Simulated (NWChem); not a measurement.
One site exchanged: P, B, Sb, Al

Each species was optimised at PBE0/def2-SVP with NWChem, gas phase unless a solvent is named. For some, no frequency run checked for a minimum. def2 effective core potentials on Sb; no spin-orbit coupling.

A: P (PH$_{3}$)
B: B (BH3)
C: [SbH3] (SbH3)
D: [AlH3] (AlH$_{3}$)

| quantity | A (P) | B (B) | C (Sb) | D (Al) |
|---|---|---|---|---|
| Pauling electronegativity of the site (pymatgen's table) | 2.19 | 2.04 | 2.05 | 1.61 |
| electrons in the molecule | 18 | 8 | 54 | 16 |
| dipole (D), PBE0/def2-SVP | 0.91 | 0.00 | 0.18 | 0.00 |
| orbital gap (eV), PBE0/def2-SVP | 9.02 | 7.95 | 7.48 | 6.81 |
| static polarisability, PBE/def2-SVPD (bohr³) | 30.3 | 18.5 | 47.4 | 33.9 |
| lowest singlet excitation, PBE/def2-SVPD, TDA (eV) | 6.88 | 5.58 | 6.13 | 4.87 |

“Dipole (D), PBE0/def2-SVP” runs from 0.00 in B (B) to 0.91 in A (P). “Orbital gap (eV), PBE0/def2-SVP” runs from 6.81 in D (Al) to 9.02 in A (P), in no step with either the site's electronegativity or the electron count. “Static polarisability, PBE/def2-SVPD (bohr³)” runs from 18.5 in B (B) to 47.4 in C (Sb), in no step with either the site's electronegativity or the electron count. “Lowest singlet excitation, PBE/def2-SVPD, TDA (eV)” runs from 4.87 in D (Al) to 6.88 in A (P), rising in step with the site's electronegativity. The order by orbital gap (eV) is neither the same as nor the reverse of the order by lowest singlet excitation.

These are trends among computed rows of three or four species; they are not measurements.
